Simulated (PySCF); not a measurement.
Structure with atom numbers: `[CH3:1][CH2:2][S:3](=[O:4])(=[O:5])[Cl:6]`. Hydrogens are named by the atom that carries them.

Geometry: PBE0-D3(BJ)/def2-SVP; GIAO shifts from PySCF 2.14, gas phase, non-relativistic, averaged over equivalent atoms.

At B3LYP/pcSseg-2 (300 basis functions, 37 s wall time on 1 thread of an Arm Neoverse V1, shared host):
| atoms | δ (ppm) |
| --- | --- |
| C2 | 67.8 |
| C1 | 11.3 |
| S3 | 410.1 |
| O4/O5 | 323.2 |
| Cl6 | 631.8 |
| H(C2) | 3.18 |
| H(C1) | 1.56 |

References, each an isolated molecule treated in the same way: 13C (σ = 179.19 ppm), 1H (σ = 31.39 ppm) against TMS; 33S (σ = 492.20 ppm) against CS2; 17O (σ = 325.85 ppm) against H2O; 35Cl (σ = 927.31 ppm) against HCl.

Task: Predict the values at KT2/pcSseg-2 on the same geometry.

Result: 
```
atoms  δ at KT2/pcSseg-2  change
   C2               66.8    -1.0
   C1               11.8    +0.5
   S3              379.0   -31.1
O4/O5              332.3    +9.1
  Cl6              611.6   -20.2
H(C2)               3.26   +0.08
H(C1)               1.53   -0.03
```

δ = σ(ref) − σ, references computed at the same level: TMS for 13C (σ = 182.28 ppm), 1H (σ = 31.18 ppm); 33S (σ = 525.25 ppm) against CS2; 17O (σ = 324.36 ppm) vs H2O; 35Cl (σ = 942.53 ppm) vs HCl.

The largest change is at S3 (sulfonyl sulfur). Cost: 300 basis functions, 57 s wall time on 1 thread of an Arm Neoverse V1, shared host.

Unscaled 17O shifts of doubly bonded oxygen tend to come out too high, by tens of ppm or more. Experimental scales use liquid or dissolved standards, which lie at an offset from isolated H2O (liquid H2O: subtract about 36 ppm).
